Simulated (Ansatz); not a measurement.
ReS2 (P-1, No. 2; cell taken from a computed entry)

Calculation: PBEsol in Ansatz (plane waves, PAW).

Run with plane-wave cutoff 520 eV, 6×6×4 k mesh (along the axes of the cell as run), Fermi–Dirac smearing 0.01 eV, no spin polarisation, scalar-relativistic PAW data made under PBE.

Cell (relaxed with PBEsol):

Space group P-1 (No. 2); a = 6.332 Å, b = 6.437 Å, c = 6.645 Å, α = 91.79°, β = 104.61°, γ = 118.78°

```json
[
 {"atom": "Re", "site": "2i", "symmetry": "1", "x": "0.0584", "y": "0.3110", "z": "0.4917"},
 {"atom": "Re", "site": "2i", "symmetry": "1", "x": "0.4872", "y": "0.2854", "z": "0.4977"},
 {"atom": "S", "site": "2i", "symmetry": "1", "x": "0.2484", "y": "0.8658", "z": "0.3140"},
 {"atom": "S", "site": "2i", "symmetry": "1", "x": "0.7256", "y": "0.3438", "z": "0.2529"},
 {"atom": "S", "site": "2i", "symmetry": "1", "x": "0.2228", "y": "0.1083", "z": "0.7124"},
 {"atom": "S", "site": "2i", "symmetry": "1", "x": "0.2545", "y": "0.3852", "z": "0.2248"}
]
```
(The calculation used a cell of 24 atoms; values per cell refer to that cell.)

band gap: 1.30 eV

Note: this cell isn't known to be the ambient phase, and symmetry holds it in the calculation; the cell has widely spaced layers and the level no dispersion term, so their spacing and the moduli can rest on weak binding.

Spin–orbit coupling is not included.

Computed values are for the static lattice.

Ansatz is an electronic-structure program.
